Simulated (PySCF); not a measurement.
**Core-level binding energies of `C#C/C=C\C`**

Species: C5H6.
SMILES with atom numbers: `[CH:1]#[C:2]/[CH:3]=[CH:4]\[CH3:5]`

Cartesian coordinates in Å at the PBE0-D3(BJ)/def2-SVP level; atoms count from 1:
```
atom  x, y, z in Å
C1     2.4056   -0.8390   -0.0262
C2     1.5588    0.0314   -0.0616
C3     0.5890    1.0720   -0.1086
C4    -0.7372    0.8895    0.0310
C5    -1.4202   -0.4125    0.2567
H6     3.1534   -1.6090    0.0061
H7     0.9727    2.0849   -0.2715
H8    -1.3725    1.7803   -0.0270
H9    -0.7044   -1.2448    0.3024
H10   -1.9965   -0.3935    1.1969
H11   -2.1458   -0.6178   -0.5480
```

Theory: delta-SCF UKS SCAN, pcX-2 on the ionised atom, pcseg-1 elsewhere, spin-free X2C (PySCF). Binding energies are ΔSCF values: E(core-ionised, relaxed orbitals) − E(ground state) at a fixed geometry, referred to the vacuum level.

Question: Give the core binding energies atom by atom.

Answer: 
```
atom(s)                 bonded to  level  binding energy (eV)  above the level's lowest (eV)  count
     C1     C (triple bond) and H   C 1s               289.98                           0.00      1
     C4  C (double bond), C and H   C 1s               290.46                          +0.48      1
     C2     C (triple bond) and C   C 1s               290.64                          +0.66      1
     C5                 C and 3 H   C 1s               290.87                          +0.89      1
     C3  C (double bond), C and H   C 1s               290.94                          +0.96      1
```

The listed C 1s values span 0.96 eV, from C1 (bonded to C (triple bond) and H) to C3 (bonded to C (double bond), C and H). The widest gap between neighbouring values is 0.48 eV, between 289.98 and 290.46 eV.

Question: Which photon energy gives electrons from C 1s of C2 a kinetic energy of 50 eV, and what is their de Broglie wavelength?

Answer: hν = 290.64 + 50 = 340.64 eV, recoil neglected; λ = 12.264 Å/√(E/eV) = 1.73 Å.

Spin contamination (⟨S²⟩ against 0.75 for a pure doublet) is marked for C 1s of C2 (0.91), which makes this value less certain. Isolated species at its PBE0-D3(BJ)/def2-SVP geometry, gas phase.

Time: 52 s. Hardware: one thread of an Arm Neoverse N1 (shared host).
